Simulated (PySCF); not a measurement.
Species: BFH₅P.
SMILES: `[BH3-][PH2+]F`

Computed, not measured: PBE0-D3(BJ)/def2-SVP geometry optimisation, gas phase (PySCF).

Masses are those of the commonest isotopes; rigid-rotor values at the optimised geometry. 

Problem. Give the principal moments of inertia and the rotational constants in cm⁻¹.

Solution. Ia = 20.34, Ib = 83.64, Ic = 94.75 u·Å²; 505379 MHz·u·Å²/I gives 24845, 6043 and 5334 MHz, that is A = 0.82876, B = 0.20156, C = 0.17792 cm⁻¹.

Problem. What kind of rotor is it?

Solution. A near-prolate asymmetric top; Ray's κ = -0.927.

Problem. Is it planar, by Δ = Ic − Ia − Ib?

Solution. Not planar: Δ = Ic − Ia − Ib = -9.23 u·Å². For a rigid frame Δ = −2 Σ m c², so Σ m c² = 4.61 u·Å² lies off the ab plane, practically all of it from hydrogen. The atom farthest from that plane is 1.09 Å away.

Problem. Give the other two planar moments, Paa and Pbb, and the rms extents of the mass along the axes.

Solution. Paa = Σ m a² = (Ib + Ic − Ia)/2 = 79.02 and Pbb = Σ m b² = (Ia + Ic − Ib)/2 = 15.73 u·Å². With the mass M = 66.02 u, the rms extents √(P/M) along a, b and c are 1.09, 0.49, 0.26 Å.

Problem. Give the coordinates in the principal-axis frame, origin at the centre of mass.

Solution. The sense of each axis is arbitrary; atoms in the order of the calculation.
```
atom  mass (u)   a (Å)   b (Å)   c (Å)
  B1    11.009   1.705   0.447   0.000
  P2    30.974   0.040  -0.378   0.000
  F3    18.998  -1.353   0.418   0.000
  H4     1.008   2.209  -0.693   0.010
  H5     1.008   1.896   1.024  -1.050
  H6     1.008   1.887   1.037   1.044
  H7     1.008  -0.166  -1.252   1.094
  H8     1.008  -0.166  -1.257  -1.091
```

Problem. List the rotational levels J(Ka,Kc) to J = 2 (MHz).

Solution. Above 0(0,0):
J = 1: 1(0,1) 11377, 1(1,1) 30179, 1(1,0) 30888
J = 2: 2(0,2) 34110, 2(1,2) 52224, 2(1,1) 54350, 2(2,1) 110759, 2(2,0) 110778
Those of J = 1 are B + C, A + C and A + B.

Problem. Which lines would a microwave search look for?

Solution. The dipole components are |μa| = 1.83 D, |μb| = 2.45 D, |μc| = 0.00 D; the mirror of this Cs structure is the ab plane, so μc vanishes by symmetry and there are no c-type lines. The squared components, which scale the intensities, stand as 0.56 : 1.00 (a : b). Some lines, for components of 0.1 D or more:

```json
{"type": "a", "branch": "R", "J(Ka,Kc)": "1(0,1) ← 0(0,0)", "MHz": "11377", "lower level (cm⁻¹)": "0.000"}
{"type": "b", "branch": "Q", "J(Ka,Kc)": "2(1,1) ← 2(0,2)", "MHz": "20240", "lower level (cm⁻¹)": "1.138"}
{"type": "a", "branch": "R", "J(Ka,Kc)": "2(1,2) ← 1(1,1)", "MHz": "22044", "lower level (cm⁻¹)": "1.007"}
{"type": "a", "branch": "R", "J(Ka,Kc)": "2(0,2) ← 1(0,1)", "MHz": "22733", "lower level (cm⁻¹)": "0.379"}
{"type": "a", "branch": "R", "J(Ka,Kc)": "2(1,1) ← 1(1,0)", "MHz": "23462", "lower level (cm⁻¹)": "1.030"}
{"type": "b", "branch": "R", "J(Ka,Kc)": "1(1,1) ← 0(0,0)", "MHz": "30179", "lower level (cm⁻¹)": "0.000"}
{"type": "b", "branch": "R", "J(Ka,Kc)": "2(1,2) ← 1(0,1)", "MHz": "40847", "lower level (cm⁻¹)": "0.379"}
{"type": "b", "branch": "Q", "J(Ka,Kc)": "2(2,0) ← 2(1,1)", "MHz": "56428", "lower level (cm⁻¹)": "1.813"}
{"type": "b", "branch": "Q", "J(Ka,Kc)": "2(2,1) ← 2(1,2)", "MHz": "58535", "lower level (cm⁻¹)": "1.742"}
{"type": "b", "branch": "R", "J(Ka,Kc)": "2(2,0) ← 1(1,1)", "MHz": "80599", "lower level (cm⁻¹)": "1.007"}
```

Problem. Estimate the classical rotational partition function at 10 K, 298.15 K and 500 K.

Solution. Point group Cs, symmetry number σ = 1; q = (√π/σ)·√((kT/h)³/(ABC)), k/h = 20836.6 MHz/K: 188 at 10 K, 30700 at 298.15 K, 66600 at 500 K.

Whether it is a minimum is left open (no frequencies). These are rigid-rotor constants of the computed structure; measured ground-state constants (B0) also hold zero-point vibration. A rigid rotor knows nothing of internal rotation, which can split or shift real lines. Quadrupole hyperfine structure (11B) is left out.
